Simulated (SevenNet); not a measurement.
**Rock-salt HfN**

Method: the machine-learned potential SevenNet-0 (trained on PBE and PBE+U data).

Cell (relaxed at this level):

Space group Fm-3m (No. 225); a = b = c = 4.537 Å, α = β = γ = 90.00°

| atom | site | symmetry | x | y | z |
|---|---|---|---|---|---|
| Hf | 4a | m-3m | 0.0000 | 0.0000 | 0.0000 |
| N | 4b | m-3m | 0.5000 | 0.5000 | 0.5000 |
(The calculation used a cell of 2 atoms; values per cell refer to that cell.)

```yaml
lattice_parameter_a: 4.537 Å
volume_per_atom: 11.68 Å³/atom
```

Measured, for comparison: lattice constant a 4.524 Å, equilibrium volume per atom 11.57 Å³/atom (room temperature, no zero-point or thermal correction; as tabulated in Seo, Lee, Wen, Petrov, Greene, Gall, J. Appl. Phys. 96, 878 (2004)). Computed (rounded) less measured: lattice constant a +0.3 %, equilibrium volume per atom +1.0 %.

A machine-learned potential is trained on density-functional data: it inherits that level's misses and adds fitting errors of its own.

Note: the model gives imaginary modes for this phase (in the spectrum interpolated from a supercell).
